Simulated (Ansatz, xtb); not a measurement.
# Isomers of C3H4N2O in order of energy

4 gas-phase structures of C3H4N2O, from a drawn sample of its isomers (lower ones may exist). Each was relaxed with GFN2-xTB:

A. `Nc1cnco1`, a singlet
B. `Cc1conn1`, a singlet
C. `Cc1nnco1`, a singlet
D. `Cc1ncon1`, a singlet

Problem. Make a reasoned guess at their ranking by r2SCAN-D4/def2-SVP single-point energy.

Solution. Calculated order at r2SCAN-D4/def2-SVP: A (0.0), C (8.4), D (15.5), B (31.2) kcal/mol.

Energies above the lowest of each column, in kcal/mol; the last columns are at PBE-D3(BJ)/def2-SVP geometries and were run for some of them only (a dash: not run or not comparable):

| structure | GFN2-xTB | HF/STO-3G | r2SCAN-D4/def2-SVP | PBE-D3(BJ)/def2-SVP | CCSD(T)/def2-SVP + ΔMP2/def2-TZVPP |
| --- | --- | --- | --- | --- | --- |
| A | 0.0 | 9.9 | 0.0 | 0.0 | 0.0 |
| C | 2.1 | 0.0 | 8.4 | 7.7 | 4.5 |
| D | 14.2 | 2.8 | 15.5 | 13.2 | 11.0 |
| B | 31.4 | 16.0 | 31.2 | – | – |

CCSD(T)/def2-SVP + ΔMP2/def2-TZVPP puts A lowest of those it was run on; HF/STO-3G picks C. Flexible structures stand in one conformer each, not always the lowest. Frequencies (PBE-D3(BJ)/def2-SVP) were run for A, C, D alone. ΔMP2 is the change of the MP2 energy from the smaller to the larger basis.

Over these structures GFN2-xTB departs from r2SCAN-D4/def2-SVP by 2.3 kcal/mol on average once a common shift is removed. A GFN2-xTB relaxation took about 0.076 s and the r2SCAN-D4/def2-SVP energy about 1.4 s on a shared host (Ansatz 0.2.0, xtb 6.7.1).
